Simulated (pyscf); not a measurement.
Single points on ωB97X-D3(BJ)/def2-SVP structures (PySCF, gas phase).

Estimate the classical barrier height and the reaction energy of O=Os(=O)(=O)=O (SMILES [O]=[Os](=[O])(=[O])=[O]) + H₂ (SMILES [H][H]) -> O=Os(=O)(OH)–OH (SMILES [O]=[Os](=[O])([OH])[OH]) [singlet] at PBE/def2-TZVP. The step runs on the singlet surface, breaks H–H and forms H–O, H–O; take the separated reactants as zero.

ΔE‡ = 18.6 kcal/mol, ΔE = -17.5 kcal/mol. ωB97M-D3(BJ)/def2-TZVP gives 22.9 kcal/mol and -45.7 kcal/mol. Zero-point energy shifts the barrier by +3.1 kcal/mol. It is an addition across a multiple bond or ene-type step, with an imaginary mode of 1178i cm⁻¹. On the product side the descent ends in a point that may be a rotor saddle (no frequency run), 5.0 kcal/mol over the lowest minimum found and 61.4 kcal/mol under the saddle at ωB97X-D3(BJ)/def2-TZVP. One saddle was located; it need not be the lowest between these sides. Elements past Kr carry the def2 core potentials, without spin-orbit coupling.
